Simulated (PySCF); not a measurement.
## Static response to an electric field

Compound: C5H3N.
Atom-mapped SMILES: `[CH2:1]=[C:2]=[C:3]=[CH:4][C:5]#[N:6]` (hydrogens: H7, H8 on C1; H9 on C4)

Structure used (GFN2-xTB), in Å, numbered top down from 1:
```xyz
9
C5H3N angstrom
C     -2.3284    0.1517   -0.2065
C     -1.0485   -0.0519   -0.3900
C      0.1744   -0.2627   -0.5778
C      1.4687   -0.4590   -0.7559
C      2.4303    0.3730   -0.1606
N      3.2277    1.0448    0.3194
H     -3.0710   -0.4841   -0.6613
H     -2.6822    0.9641    0.4075
H      1.8427   -1.2700   -1.3689
```

Level: PBE0/def2-SVPD (PySCF), static field, nuclei fixed, core orbitals frozen in the response. The polarisability tensor in these axes (au):

```
x   140.83   2.59  -0.65
y     2.59  46.32   6.44
z    -0.65   6.44  42.40
```

**Question.** What are the eigenvalues, a third of the trace, and Δα (Δα² = ½Σ(αi − αj)² over the three pairs)?

**Answer.** Principal values 37.59, 51.06 and 140.90 au; mean 76.52 au = 11.34 Å³ = 12.62 × 10⁻⁴⁰ C²·m²/J; Δα = 97.28 au (127 % of the mean).

**Question.** What is the dipole moment, and where does it point?

**Answer.** (-4.03, -1.90, -1.32) D, 4.64 D in size, pointing from the negative to the positive side. Measured along this direction, the outermost atoms are N6 at the negative end and H7 at the positive end.

**Question.** Along which axes do the principal values lie, and how far do the nuclei extend along each?

**Answer.** Largest value along (1.00, 0.03, 0.00), where the nuclei span 6.33 Å; middle along (-0.02, 0.80, 0.60), 2.94 Å; least along (0.02, -0.60, 0.80), 0.00 Å. The response follows the extents in order.

**Question.** Rayleigh depolarisation ratio (linearly polarised light, static tensor)?

**Answer.** ρ = 3Δα²/(45ᾱ² + 4Δα²) = 28392.4/(263459 + 37856.5) = 0.0942.

**Question.** Sum over states: ᾱ = Σ f/ω², ω in Eh. What share falls to these 6 lowest TDDFT singlets (eV, f)? 3.86, 0.0001; 4.85, 0.5903; 5.55, 0.0001; 5.77, 0.0001; 6.49, 0.0092; 6.51, 0.0041.

**Answer.** They add up to 18.79 au, 24.6 % of the 76.52 au; the largest single term is 18.55 au, from the state at 4.85 eV. Terms in order: 0.01, 18.55, 0.00, 0.00, 0.16, 0.07 au. Higher excitations give the rest. The strengths listed sum to 0.604.

Isolated species at its GFN2-xTB geometry, gas phase.
